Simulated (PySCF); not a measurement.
Compound: C5H13N.
Bonds: C1–C2, C2–C3, C3–N4, N4–C5, N4–C6. Hydrogens: H7, H8, H9 on C1; H10, H11 on C2; H12, H13 on C3; H14, H15, H16 on C5; H17, H18, H19 on C6.

Computed with PBE0-D3(BJ)/def2-SVP geometry optimisation, gas phase in PySCF 2.14.0.

**Question.** Give the optimised bond lengths and angles.

**Answer.** 
```tsv
bond	length (pm)	order
C1–C2	152.0	single
C2–C3	152.2	single
C3–N4	144.6	single
N4–C5, N4–C6	143.9	single
C1–H7, C1–H8, C1–H9	110.1	single
C2–H10, C2–H11	110.3	single
C3–H12	110.4	single
C3–H13	111.8	single
C5–H14 and 3 like bonds	110.1	single
C5–H16, C6–H19	111.5	single
```

Bonds in one row agree within 1 pm and their mean is given. Orders are formal, as drawn. A selection of angles:
```tsv
angle	degrees
C2–C1–H7	111.4
H7–C1–H8	107.4
C1–C2–C3	112.5
C1–C2–H10	110.7
C1–C2–H11	109.1
C3–C2–H10	108.0
C3–C2–H11	110.2
H10–C2–H11	106.2
C2–C3–N4	114.2
C2–C3–H12	108.2
C2–C3–H13	109.3
N4–C3–H12	107.3
N4–C3–H13	111.6
H12–C3–H13	105.8
C3–N4–C5	113.8
C3–N4–C6	112.3
C5–N4–C6	111.8
N4–C5–H14	109.9
N4–C5–H15	111.0
N4–C5–H16	113.2
H14–C5–H15	107.3
```

Torsions: C1–C2–C3–N4 -173° (antiperiplanar); C2–C3–N4–C5 -66° (synclinal). The mirror-image conformer, all signs reversed, is as good.

N4 (tertiary amine nitrogen) is pyramidal (angles 113.8°, 112.3° and 111.8°, sum 337.8°, 0.40 Å off the plane of its three neighbours). Of the pairs four or more bonds apart, H11···H15 is among the closest relative to their van der Waals radii: 2.16 Å, 90 % of the sum of Bondi's values.

Point group: C1 (no symmetry element, even within 0.4 Å). No frequency check. One conformer, not necessarily the lowest.
